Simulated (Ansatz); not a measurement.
`CC#CC(F)F`, charge 0, multiplicity 1.

**Question.** Give a relaxed structure at PBE0-D4/def2-TZVP (the Gaussian-basis code of Ansatz). (Best estimate.)

**Answer.** Ansatz gave: 
```xyz
10

C    -1.425    1.465    0.342
C    -0.422    0.449    0.111
C     0.400   -0.403   -0.090
C     1.432   -1.403   -0.305
F     1.056   -2.604    0.206
F     1.659   -1.585   -1.632
H    -1.074    2.202    1.068
H    -2.345    1.018    0.726
H    -1.664    1.988   -0.587
H     2.383   -1.125    0.161
```
This is one stationary point; other conformers may exist.
